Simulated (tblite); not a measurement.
C4H8S (charge +1 and doublet state).
SMILES with atom numbers: `[CH3:1][C@@H:2]1[S+:3][C@@H:4]1[CH3:5]` (hydrogens: H6, H7, H8 on C1; H9 on C2; H10 on C4; H11, H12, H13 on C5)

Computed with GFN2-xTB (tblite), gas phase: L-BFGS steps from a force-field or distance-geometry start until the largest atomic force falls under 0.01 eV/Å.

Step 24: E = -418.6679 eV
```
atom  x, y, z in Å  |  force x, y, z in eV/Å
C1      1.5685    0.5906    0.1291    0.048   0.053   0.029
C2      0.7858   -0.5857   -0.3665    0.075  -0.013  -0.003
S3     -0.0981   -0.3043   -1.9291    0.020  -0.008   0.004
C4     -0.6961   -0.7220   -0.2692   -0.024  -0.049  -0.041
C5     -1.6182    0.2349    0.4181   -0.083   0.034   0.021
H6      2.4864    0.7025   -0.4481   -0.008   0.010   0.026
H7      1.0086    1.5210    0.0748    0.021  -0.008   0.005
H8      1.8675    0.4166    1.1651   -0.061  -0.006  -0.028
H9      1.3495   -1.5147   -0.3469   -0.011  -0.018  -0.048
H10    -1.0555   -1.7488   -0.2457   -0.013  -0.024   0.004
H11    -2.4560    0.5129   -0.2210   -0.013  -0.022   0.011
H12    -1.1119    1.1468    0.7221    0.021   0.020  -0.013
H13    -2.0348   -0.2492    1.2996    0.026   0.031   0.035
```

Step 25: E = -418.6688 eV
```
atom  x, y, z in Å  |  force x, y, z in eV/Å
C1      1.5707    0.5906    0.1290    0.029   0.030   0.021
C2      0.7882   -0.5856   -0.3692    0.052  -0.009   0.004
S3     -0.0972   -0.3044   -1.9322    0.033  -0.006   0.022
C4     -0.6947   -0.7188   -0.2719   -0.037  -0.041  -0.039
C5     -1.6192    0.2347    0.4177   -0.071   0.044   0.033
H6      2.4927    0.7006   -0.4425   -0.023   0.011   0.035
H7      1.0096    1.5206    0.0696    0.042  -0.017   0.013
H8      1.8612    0.4144    1.1677   -0.060   0.012  -0.045
H9      1.3489   -1.5166   -0.3465   -0.012  -0.003  -0.056
H10    -1.0568   -1.7445   -0.2470   -0.004  -0.038  -0.004
H11    -2.4633    0.5078   -0.2150   -0.011  -0.038   0.000
H12    -1.1197    1.1507    0.7185    0.050   0.039  -0.020
H13    -2.0249   -0.2491    1.3040    0.012   0.017   0.036
```

Problem. Estimate the geometry and energy of step 26. (The exact step hangs on the optimiser's Hessian estimate; all steps are aligned on step 25, rigid shifts and turns removed.)

Solution. E = -418.6697 eV, largest force 0.081 eV/Å
```
atom  x, y, z in Å  |  force x, y, z in eV/Å
C1      1.5728    0.5908    0.1293   -0.005  -0.007   0.002
C2      0.7911   -0.5854   -0.3724    0.000  -0.005   0.010
S3     -0.0964   -0.3052   -1.9351    0.040   0.000   0.033
C4     -0.6938   -0.7163   -0.2751   -0.037  -0.020  -0.015
C5     -1.6207    0.2353    0.4177   -0.026   0.035   0.031
H6      2.4987    0.7000   -0.4358   -0.024   0.010   0.035
H7      1.0107    1.5198    0.0653    0.052  -0.012   0.019
H8      1.8537    0.4118    1.1698   -0.048   0.025  -0.037
H9      1.3487   -1.5185   -0.3480   -0.010   0.011  -0.058
H10    -1.0581   -1.7413   -0.2473    0.007  -0.039  -0.012
H11    -2.4703    0.5026   -0.2095   -0.013  -0.049  -0.007
H12    -1.1259    1.1552    0.7144    0.063   0.041  -0.030
H13    -2.0151   -0.2482    1.3091    0.001   0.009   0.031
```

The energy changes by -0.0009 eV. The first-order estimate −F·Δx gives -0.0012 eV and the mean of the old and new forces, exact on a quadratic surface, -0.0009 eV. The step makes an angle of 75° with the force vector and moves no atom by more than 0.011 Å.

The cost below is that of the whole relaxation. Hardware: one thread of an Arm Neoverse V2 (shared host). Cost: 0.3 s of wall time.
